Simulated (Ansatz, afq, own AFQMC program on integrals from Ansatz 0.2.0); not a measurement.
# Atomization energy of BCl$_{3}$, singlet

```xyz
4

B     0.0000    0.0000    0.0000
Cl    1.7373    0.0131   -0.0001
Cl   -0.8800    1.4980   -0.0026
Cl   -0.8573   -1.5111    0.0027
```

Connectivity, by distances: Cl–B(–Cl)–Cl.

Atoms in their ground-state spins without spin–orbit coupling (mostly on UHF) minus the molecule (RHF), without zero-point energy. The geometry is a stationary point, not shown to be a minimum.

Basis cc-pVDZ. Noble-gas cores (and the filled d shells of Ga–Kr and In–Xe) are frozen. AFQMC by an in-house program on the Cholesky factors that Ansatz 0.2.0 writes for its CCSD(T) run. The CISD trial takes its coefficients from CCSD amplitudes. Released means that phaseless walkers are propagated on without the constraint, phases kept. Error bars are statistical, one sigma. The errors of all members are added in quadrature.

No full CI on the walks' own integrals is used here; CCSDT(Q) serves as the reference and is uncertain by about the last step of the cluster series. Each member takes its own surest rung, up to full CI.

The best estimate is CCSD(T) at the basis-set limit (CBS: def2-TZVPP and def2-QZVPP, with their diffuse functions for anions and beside diffuse sets, CCSD(T) itself extrapolated) plus the step from CCSD(T) to CCSDT(Q) in cc-pVDZ. Rows without CBS are in cc-pVDZ, the functionals in def2-TZVP; B2PLYP and the wave-function rows carry a basis error of their own. Core correlation and relativity beyond core potentials are missing, and ± holds the sampling alone.

Cautions: BCl₃ (singlet): the ph-AFQMC/CISD walk drifts between its halves (2.6 errors).

| level | atomization energy (eV) |
| --- | --- |
| B3LYP | 13.640 |
| r2SCAN | 14.432 |
| HF | 10.373 |

Problem. From these cheaper values, estimate the atomization energy at the level of the best estimate.

Solution. 14.020 eV (best estimate, highest rung CCSDT(Q)).

| level | atomization energy (eV) | error against the best estimate (eV) |
| --- | --- | --- |
| MP2 | 13.626 | -0.394 |
| CCSD | 12.572 | -1.448 |
| CCSD(T) | 12.828 | -1.192 |
| ph-AFQMC/CISD | 12.850 ± 0.006 | -1.170 ± 0.006 |
| released AFQMC | 12.848 ± 0.006 | -1.172 ± 0.006 |
| HF/CBS | 10.598 | -3.422 |
| MP2/CBS | 14.885 | 0.865 |
| CCSD(T)/CBS | 14.010 | -0.010 |
| PBE | 14.591 | 0.571 |
| PBE0 | 14.299 | 0.279 |
| wB97M-V | 14.292 | 0.272 |
| B2PLYP | 13.843 | -0.177 |
| surest rungs in cc-pVDZ | 12.838 | -1.182 |

Correlation beyond CCSD(T) adds 0.010 eV. Going to the basis-set limit adds 1.182 eV at CCSD(T). The perturbative (T) step is worth +0.256 eV. The functionals spread over 0.951 eV; B2PLYP comes nearest and PBE is 0.571 eV too high.

Best estimates are given only where the step beyond CCSD(T) is under 0.3 eV and no member's determinant is very poor (T1 over 0.05, or 0.07 for open shells, ⟨S²⟩ too high by 0.3, two states mixed), so the hardest cases are missing from such tables.

The functionals ran in a triple-zeta set and keep a basis error of their own, a few kJ/mol for each bond in atomization energies and more for double hybrids, so close places among them and the extrapolated levels can swap.

Each member of a difference takes its own highest rung, so a best estimate needn't equal the limit plus the step of one row. A walk keeps the symmetry of its determinant, which the program's search chose and which needn't be the lowest solution, so a lower state of the same spin and another symmetry isn't excluded. Released energies are given only where the last usable release times agree within the noise; a slower fall can still hide under it.
